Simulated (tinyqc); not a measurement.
The integration grid: Kohn-Sham M06L on finer and finer grids in the sto-3g basis, for CH2, spin multiplicity 1. Computed by the program tinyqc with PySCF. Command: `OMP_NUM_THREADS=1 python tinyqc.py 114727 114728 out.jsonl`; one thread of a shared host (Intel(R) Xeon(R) Processor @ 2.60GHz), about 5 s.

Geometry (angstrom):
```
atom       x        y       z
C     0.0000   0.0000  0.0000
H     0.0000   0.9610  0.4910
H     0.0000  -0.9610  0.4910
```

Self-consistent on each grid; the net force on the molecule should vanish.

Kohn-Sham energy on Becke grids (radial x angular points per atom):
```
grid       points  residual of the electron count  E (hartree)  E - finest (mhartree)  largest net force without grid terms (hartree/bohr)
10 x 14       416                        1.56e-02   -38.469244             101.118842                                             6.77e-02
15 x 26      1164                        6.85e-03   -38.581935             -11.572597                                             1.09e-01
20 x 50      2992                        8.15e-04   -38.569455               0.907649                                             5.29e-03
30 x 86      7712                        2.40e-04   -38.570422              -0.059888                                             8.17e-03
50 x 194    29074                        1.86e-06   -38.570408              -0.045795                                             1.26e-03
75 x 302    67912                        1.26e-07   -38.570370              -0.007642                                             4.42e-05
120 x 590  212152                       -2.92e-09   -38.570362               0.000000                                             1.56e-05
```

The energy is within 0.1 mhartree of the finest grid first at 30 x 86. The error has both signs, since quadrature is not variational. The electron count and the net force are cheap signs of a poor grid.
